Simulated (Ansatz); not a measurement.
Cubic perovskite BaTiO3 (cubic high-temperature phase) was calculated with RPBE (plane waves, PAW; Ansatz, a first-principles code).

Settings: plane-wave cutoff 520 eV, 8×8×8 k mesh, Fermi–Dirac smearing 0.01 eV, no spin polarisation, scalar-relativistic PAW data made under PBE.

Equation-of-state points:

```
V (Å³/atom)  E − E_lowest (meV/atom)  P (GPa)
-----------  -----------------------  -------
12.539                         24.97    10.58
12.805                         10.67     6.66
13.072                          2.57     3.14
13.339                          0.00     0.00
13.606                          2.39    -2.81
13.872                          9.21    -5.33
14.139                         19.99    -7.58
```

Task: Estimate the bulk modulus from the pressures at 13.072 and 13.606 Å³/atom, and compare it with a fit to all energies.

Result: B = −V dP/dV. Between V = 13.072 and 13.606 Å³/atom, dP/dV = (-2.81 − (3.14))/(13.606 − 13.072) = -11.1 GPa per Å³/atom; at the midpoint 13.339 Å³/atom this gives B ≈ 149 GPa. The third-order Birch–Murnaghan fit gives V0 = 13.339 Å³/atom, B0 = 149 GPa, B′ = 4.6, which lies within 1 % of that estimate.

Measured, for comparison: bulk modulus 162 GPa (temperature not stated, not corrected to a static lattice, our sources range from 162 to 173; as tabulated in Matsushita et al. (2011), arXiv:1104.2769). Computed (rounded) less measured: bulk modulus -8 % (-8 % to -14 % over the range).

Note: the relaxation could not lower the start's symmetry, so the cell can be a saddle point above a distorted one.

Spin–orbit coupling is not included.

Computed values are for the static lattice.
